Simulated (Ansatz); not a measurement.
**OF₂ (singlet): wave-function methods side by side at a displaced geometry (v1), cc-pVDZ**

How much of the correlation energy of OF₂ (singlet) does each wave-function method recover here?

The runs use Ansatz 0.2.0, Gaussian basis; cc-pVDZ, core rule «outside noble gas», up to 3 orbitals frozen.

The runs, in order: UHF; CCSD(T) on RHF; BCCD(T) on RHF; CISD; CCSDT(Q) on RHF; CASSCF and MRCISD+Q, 16 electrons in 10 orbitals; CASSCF and NEVPT2, 16 electrons in 10 orbitals.

15 further runs of the same task are left out: 4 that didn't finish, 11 set aside as unsound or not needed.

**1. The system**

The geometry is a PBE0/def2-TZVP stationary point (not a proven minimum) with its atoms shifted at random (size 0.040 Å).

3 atoms, charge 0, spin multiplicity 1.

Atoms are counted from 1 here; the program's logs count them from 0.

Bond lengths: F1–O2 1.380 Å, O2–F3 1.380 Å. Angles: F1–O2–F3 107.7°.

**2. UHF**

File in.yaml:

```yaml
crystal:
  periodic: [false, false, false]
  atoms:
    - {symbol: F, position_ang: [-0.016336, -0.262543, 1.109532]}
    - {symbol: O, position_ang: [-0.017169, 0.572252, 0.011069]}
    - {symbol: F, position_ang: [0.030795, -0.219376, -1.118854]}
basis:
  gaussian: {orbitals: cc-pVDZ}
magnetization: {spin_polarized: true, initial_magnetization: 0}
hamiltonian: {xc: hf}
output: {orbitals: {seedname: orbitals}}
```

Launch:

```bash
$ ansatz run in.yaml --threads 1 --pin off --events-out ev --progress --plain --max-ram 2393MiB
```

Further steps of the session: CCSD(T) on RHF; BCCD(T) on RHF; CISD; CCSDT(Q) on RHF; CASSCF and MRCISD+Q, 16 electrons in 10 orbitals; CASSCF and NEVPT2, 16 electrons in 10 orbitals.

Q: Predict the results of all the runs planned. Wanted: RCCSDT(Q) below the RHF energy; RMP2 from RCCSDT(Q); RCCSD from RCCSDT(Q); RCCSD(T) from RCCSDT(Q); NEVPT2 valence from RCCSDT(Q); MRCISD+Q valence from RCCSDT(Q); T1 diagnostic; effectively unpaired electrons.

**Answer**, as computed:

```
                         quantity        value
   RCCSDT(Q) below the RHF energy  -16.4928 eV
              RMP2 from RCCSDT(Q)   +788.5 meV
             RCCSD from RCCSDT(Q)   +497.0 meV
          RCCSD(T) from RCCSDT(Q)    +83.1 meV
    NEVPT2 valence from RCCSDT(Q)  +1385.5 meV
  MRCISD+Q valence from RCCSDT(Q)   +180.2 meV
levels within 1 kcal/mol (43 meV)         none
                    T1 diagnostic        0.014
   effectively unpaired electrons         0.11
```

In words: RCCSD(T) misses by +83.1 meV, 0.5 % of the correlation energy. One determinant dominates. Of the multireference levels listed MRCISD+Q valence comes nearest in total energy (+180.2 meV), which doesn't show that its space is the better one. These misses are within one basis, not against nature.
